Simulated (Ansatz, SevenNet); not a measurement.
For rock-salt BaO, the machine-learned potential SevenNet-0 (trained on PBE and PBE+U data) gives:

- elastic constant C11: 111 GPa
- elastic constant C44: 31.3 GPa
- Voigt–Reuss–Hill shear modulus: 31.3 GPa

### Question
What does Hartree–Fock (Ansatz, a quantum-chemistry and plane-wave program, PAW) give for the same quantities?

### Answer

- elastic constant C11: 118 GPa (rises by 6.3 %)
- elastic constant C44: 41.0 GPa (goes up by 31 %)
- Voigt–Reuss–Hill shear modulus: 38.1 GPa (rises by 22 %)

For comparison: elastic constant C11 126 GPa (measured, temperature not stated, not corrected to a static lattice; as tabulated in Oses et al. (2018), arXiv:1811.08464); elastic constant C44 33.7 GPa (measured, temperature not stated, no zero-point or thermal correction; as tabulated in Oses et al. (2018), arXiv:1811.08464).

Changes are worked out from the printed values.

Unless a cell is named, each level is at its own relaxed cell (SevenNet-0 22.03, Hartree–Fock 22.38 Å³/atom).

Ansatz's density-functional and Hartree–Fock values are scalar-relativistic unless marked +SOC, with PAW data made under PBE.
